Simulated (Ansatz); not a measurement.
Molecule: acetylene, C2H2 (charge 0, singlet). SMILES: C#C
Geometry: optimised at B3LYP-D3(BJ)/def2-TZVP (Ansatz, an electronic-structure program).

Quantity: vertical ionisation energy (to the doublet state of charge +1; each state is the SCF solution reached for its spin), in eV. Correlated levels leave the core frozen unless marked. UHF or UKS for open shells. Spin-orbit coupling is left out. No relativistic terms. CBS marks a two-point X^-3 extrapolation of the correlation energy; Hartree-Fock from the larger set.

```csv
level,program,vertical ionisation energy (eV)
SVWN5/def2-TZVPD,Ansatz,11.77
PBE/def2-TZVPD,Ansatz,11.43
r2SCAN/def2-TZVPD,Ansatz,11.26
B3LYP/def2-TZVPD,Ansatz,11.38
PBE0/def2-TZVPD,Ansatz,11.30
BHLYP/def2-TZVPD,Ansatz,11.05
CAM-B3LYP/def2-TZVPD,Ansatz,11.36
```

Q: Estimate the value at CCSD(T)/CBS(def2-TZVPPD,def2-QZVPPD) as computed with Ansatz.

A: 11.54 eV
